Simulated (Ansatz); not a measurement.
# AlFH5N: the cost of one run

Method: RKS B3LYP/6-31G*, in Ansatz 0.2.0.

**1. Starting point**

Bond lengths: Al1–N2 2.270 Å, N2–H3 1.060 Å, N2–H4 1.060 Å, Al1–H5 1.560 Å, Al1–H6 1.560 Å, Al1–F7 1.990 Å. Angles: Al1–N2–H3 120.0°, Al1–N2–H4 120.0°, H3–N2–H4 120.0°, N2–Al1–H5 120.0°, N2–Al1–H6 120.0°, N2–Al1–F7 71.6°, H5–Al1–H6 120.0°, H5–Al1–F7 105.4°, H6–Al1–F7 92.8°.

Structure file:

```xyz
8

Al    0.0000    0.0000    0.0000
N     0.0000    0.0000    2.2700
H    -0.8770   -0.2713    2.8000
H     0.8770    0.2713    2.8000
H     1.3510    0.0000   -0.7800
H    -1.3510    0.0000   -0.7800
F    -0.2489    1.8720    0.6275
H    -0.1681    1.2645    1.7547
```

**2. A restrained relaxation towards end A**

Springs on the bonds that form and break draw the guess towards this end; the thresholds are loose.

The input, input.yaml:

```yaml
crystal:
  periodic: [false, false, false]
  atoms:
    - { symbol: Al, position_ang: [0.0, 0.0, 0.0] }
    - { symbol: "N", position_ang: [0.0, 0.0, 2.27] }
    - { symbol: H, position_ang: [-0.877, -0.2713, 2.8] }
    - { symbol: H, position_ang: [0.877, 0.2713, 2.8] }
    - { symbol: H, position_ang: [1.351, 0.0, -0.78] }
    - { symbol: H, position_ang: [-1.351, 0.0, -0.78] }
    - { symbol: F, position_ang: [-0.2489, 1.872, 0.6275] }
    - { symbol: H, position_ang: [-0.1681, 1.2645, 1.7547] }
basis:
  gaussian: { orbitals: "6-31G*" }
hamiltonian:
  xc: b3lyp
relax:
  f_tol: 0.15
  max_steps: 25
  restrain:
    - { distance: [0, 6], at: 2.89, k: 30.0 }
    - { distance: [7, 1], at: 2.26, k: 30.0 }
    - { distance: [0, 1], at: 1.92, k: 30.0 }
    - { distance: [7, 6], at: 0.92, k: 30.0 }
```

Launch:

```console
> ansatz run input.yaml --threads 1 --pin off --max-ram 2048MiB --backend cpu --events-out ev --progress --plain --runs-dir out
```

**Question.** How long does this run take on 1 thread of Arm Neoverse V1, shared host, and how much memory does it need?

About 19 s, with a peak of 0.13 GiB.
